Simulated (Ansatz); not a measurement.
input.yaml (Ansatz)

```yaml
crystal:
  lattice:
    - [-2.5514374208, 2.5514374208, 2.5514374208]
    - [2.5514374208, -2.5514374208, 2.5514374208]
    - [2.5514374208, 2.5514374208, -2.5514374208]
  atoms:
    - { symbol: Ba, position: [0.0, 0.0, 0.0] }
hamiltonian:
  xc: b3lyp
  pseudopotentials:
    kind: paw
    azcp:
      Ba: "pseudopotentials/Ba.paw.azcp"
basis:
  ecutwfc: 420
  fft_grid_basis: typed
kpoints:
  mp_grid: { grid: [5, 5, 5], shift: [0, 0, 0] }
magnetization:
  spin_polarized: false
scf:
  occupations: { method: fermi_dirac, width: 0.1 }
```

and its output:

```
Engine: ansatz 0.2.0, x86_64-unknown-linux-gnu
Pseudopotentials: kind: paw
Pseudopotential: Ba, paw, valence charge 10, recommended cutoff 420 eV (normal) 
Functional definition: B3LYP
  parameter a0 = 0.2
  parameter ax = 0.72
  parameter ac = 0.81
  exchange = (1 - a0 - ax)*slater_x + ax*b88_x + a0*exact_x
  correlation = (1 - ac)*vwn_rpa_c + ac*lyp_c
Crystal: 1 atoms, lattice volume = 66.438 Å³
Basis set: ecut = 420 eV, 1289 PW (Γ), exchange–correlation on 60×60×60 points (8 copies of the dense FFT grid, shifted against one another)
Bands: 9, of which v1, the nominal top of the filled ones, is band 5 counted from 1 (4 counted from 0)
Symmetry: 48 space group operations
Space group: Im-3m (ITA 229), of the structure as read, at distance tolerance 4.1e-5 Å
k-points: 10 of 125
Non-local potential: Ba, projectors of the file, l = 0: 3, l = 1: 2, l = 2: 2, l = 3: 2
PAW form: soft (Blöchl's): semilocal exchange-correlation on the pseudo side does not see the compensation charge
PAW frozen core: Ba, regenerated for the run's functional, and the local potential with it (the file was generated under x = pbe(κ = 0.804, μ = 0.2195149727645171), c = pbe(β = 0.06672455060314922))
PAW one-centre angular grid: Ba, 194 points (default); XC on 64 Gauss nodes
Initial density: superposition of atomic densities (neutral atoms: chi_scale 0, normalization atom), corrected by the library's trained network
Initial wavefunctions: pseudopotential atomic-orbital guess
Functional: x = 0.1 slater + 0.9 b88, c = 0.19 vwn_rpa + 0.81 lyp, warm-up for x = 0.08 slater + 0.72 b88 + 0.2 exact, c = 0.19 vwn_rpa + 0.81 lyp
SCF iter   1: F=—  HF=-5961.932038 eV  |F-HF|=—  |Δ(HF+E_count)|=         —  Δρ=1.63e-3  dr2=1.14e-3  ethr=1.77e-3  ⟨swp⟩=12.9  Hψ=639  notcnv=0
SCF iter   2: F=—  HF=-5961.933327 eV  |F-HF|=—  |Δ(HF+E_count)|=   1.29e-3  Δρ=9.54e-4  dr2=4.29e-4  ethr=1.14e-5  ⟨swp⟩=5.5  Hψ=315  notcnv=0  defer=1
SCF iter   3: F=—  HF=-5961.933858 eV  |F-HF|=—  |Δ(HF+E_count)|=   5.30e-4  Δρ=1.98e-4  dr2=4.87e-5  ethr=4.29e-6  ⟨swp⟩=3.1  Hψ=190  notcnv=0  defer=1
SCF iter   4: F=—  HF=-5961.933945 eV  |F-HF|=—  |Δ(HF+E_count)|=   8.69e-5  Δρ=9.02e-5  dr2=7.37e-6  ethr=4.87e-7  ⟨swp⟩=4.7  Hψ=246  notcnv=0
iter 5 solved again at ethr=8.89e-10 eV; its pass at ethr=7.37e-8 eV (dr2=8.89e-8 eV) is discarded
SCF iter   5: F=—  HF=-5961.933951 eV  |F-HF|=—  |Δ(HF+E_count)|=   5.98e-6  Δρ=1.56e-5  dr2=9.05e-8  ethr=8.89e-10  ⟨swp⟩=5.9  Hψ=509  notcnv=0
SCF iter   6: F=—  HF=-5961.933951 eV  |F-HF|=—  |Δ(HF+E_count)|=   5.04e-7  Δρ=4.37e-6  dr2=1.58e-8  ethr=8.89e-10  ⟨swp⟩=3.0  Hψ=204  notcnv=0
SCF iter   7: F=—  HF=-5961.933951 eV  |F-HF|=—  |Δ(HF+E_count)|=   5.11e-8  Δρ=1.32e-6  dr2=1.10e-9  ethr=1.58e-10  ⟨swp⟩=4.3  Hψ=206  notcnv=0
SCF iter   8: F=-5961.933951 eV  HF=-5961.933951 eV  |F-HF|=5.37e-11  |Δ(HF+E_count)|=   2.52e-9  Δρ=2.34e-7  dr2=2.17e-11  ethr=1.10e-11  ⟨swp⟩=5.3  Hψ=245  notcnv=0
SCF 1 converged in 8 iterations: F = -5961.933951 eV  dr2 = 2.17e-11
Initial density: handed on by an earlier stage of this run
Initial wavefunctions: those handed on with the density
Functional: x = 0.08 slater + 0.72 b88 + 0.2 exact, c = 0.19 vwn_rpa + 0.81 lyp
Frozen-core exchange: fock
iter 1 solved again at ethr=9.68e-6 eV; its pass at ethr=1.00e-1 eV (dr2=9.68e-4 eV) is discarded
SCF iter   1: F=—  HF=-5965.243154 eV  |F-HF|=—  |Δ(HF+E_count)|=         —  Δρ=1.16e-3  dr2=2.58e-3  ethr=9.68e-6  ⟨swp⟩=6.9  Hψ=560  notcnv=0
eigensolver tolerance schedule calibrated: the retry pair's looser diagonalisation under-reported the residual by θ = 0.53 (0.13/decade); ethr = c·dr2/N_el runs at the constant in force after the calibration composes with the one it found (an armed cap, an earlier calibration), c = 5.7e-2
SCF iter   2: F=—  HF=-5965.245469 eV  |F-HF|=—  |Δ(HF+E_count)|=   2.32e-3  Δρ=9.00e-4  dr2=1.47e-3  ethr=9.68e-6  ⟨swp⟩=2.9  Hψ=165  notcnv=0
SCF iter   3: F=—  HF=-5965.245266 eV  |F-HF|=—  |Δ(HF+E_count)|=   2.03e-4  Δρ=3.71e-4  dr2=2.00e-4  ethr=8.13e-6  ⟨swp⟩=3.6  Hψ=189  notcnv=0
SCF iter   4: F=—  HF=-5965.245291 eV  |F-HF|=—  |Δ(HF+E_count)|=   2.45e-5  Δρ=9.40e-5  dr2=1.26e-5  ethr=1.10e-6  ⟨swp⟩=3.8  Hψ=186  notcnv=0
SCF iter   5: F=-5965.245300 eV  HF=-5965.245300 eV  |F-HF|=3.37e-7  |Δ(HF+E_count)|=   9.12e-6  Δρ=2.77e-5  dr2=6.99e-7  ethr=7.06e-8  ⟨swp⟩=4.3  Hψ=290  notcnv=0  defer=1
SCF 2 stopped early in 5 iterations: F = -5965.245300 eV  dr2 = 6.99e-7
hybrid outer 1: dexx = +3.963e-3 eV, tail = 2.30e-6 eV
Frozen-core exchange: fock
SCF iter   1: F=—  HF=-5965.245309 eV  |F-HF|=—  |Δ(HF+E_count)|=         —  Δρ=1.31e-5  dr2=6.04e-8  ethr=1.15e-7  ⟨swp⟩=7.6  Hψ=333  notcnv=0
SCF iter   2: F=-5965.245309 eV  HF=-5965.245309 eV  |F-HF|=3.62e-9  |Δ(HF+E_count)|=   7.68e-8  Δρ=9.70e-6  dr2=4.10e-8  ethr=5.58e-10  ⟨swp⟩=4.6  Hψ=243  notcnv=0  defer=1
SCF 3 converged in 2 iterations: F = -5965.245309 eV  dr2 = 4.10e-8
hybrid outer 2: dexx = +5.781e-8 eV, tail = 8.73e-8 eV, Δε = 9.96e-4 eV (about 2.47e-4 eV left of the loop's levels)
hybrid SCF converged: 2 outer / 7 inner (+8 warm-up), last move |dexx| = 5.78e-8 eV, tail = 8.73e-8 eV
Stability not checked: this state was not tested for a lower state beside it, because the functional holds exact exchange (a hybrid, or Hartree-Fock), whose exchange loop this test does not read (fock_operator; see scf.lower_state_search)
Free energy (F): -5965.245309 eV
Frozen-core exchange: fock
Harris-Foulkes:  -5965.245309 eV  (|F-HF|=3.62e-9)
Internal energy: -5965.220352 eV  (E = F + TS)
E sigma→0 (E₀):  -5965.232830 eV
Entropy (-TS):   -0.024958 eV (-24.958 meV/atom)
Fermi energy:    5.843855 eV
--- Per-component energies (eV) ---
  E_band       = -101.100322
  E_kinetic    = 165.753627
  E_local      = -390.477331  (includes V_loc(G=0)·N_el)
  E_nonlocal   = 57.482086
  E_hartree    = 123.293477
  E_xc         = -135.374443
  E_vxc        = -107.529177  (∫ρ·V_xc dr)
  E_exx        = -17.565334  (= α·E_x^exact, valence–valence)
  E_paw        = -5254.823791  (= ΣΔE_a)
  E_vpaw       = -37.787808  (= ΣTr[D̂ρ^β])
  E_aug_tail   = -0.000002  (compensation charges beyond the density's cutoff)
  E_ewald      = -513.472044
  E_core_change = -0.036595  (= ΣΔE_core)
  E_smearing   = -0.024958  (= −TS)
  E_closure    = -0.000000  (closes the sum)
  Σ components = -5965.245309   (vs F -5965.245309, Δ=0.00e0)
--- Band table (eV; the first three rows and the last of 10) ---
  k-point 0: bands = ["-25.6327", "-9.7066", "-9.7066", "-9.7066", "2.3163", "8.1008", "8.1008", "8.1008"]
  k-point 1: bands = ["-25.6196", "-9.8605", "-9.7524", "-9.7075", "3.0766", "7.5870", "7.6164", "8.7918"]
  k-point 2: bands = ["-25.5984", "-10.0903", "-9.8261", "-9.7101", "4.4243", "7.0559", "7.0591", "9.4068"]
  k-point 9: bands = ["-25.5727", "-9.9948", "-9.9636", "-9.9636", "5.1993", "5.2960", "9.1882", "9.1882"]
  guard bands above this table: 1 of the run's 9 bands, where the rule asks 2: the bands that hold charge and the lowest empty level above them stay in the table. The solve was not asked for them (output.publish_guard_bands: true or output.eigenvalues: true publishes all)
```
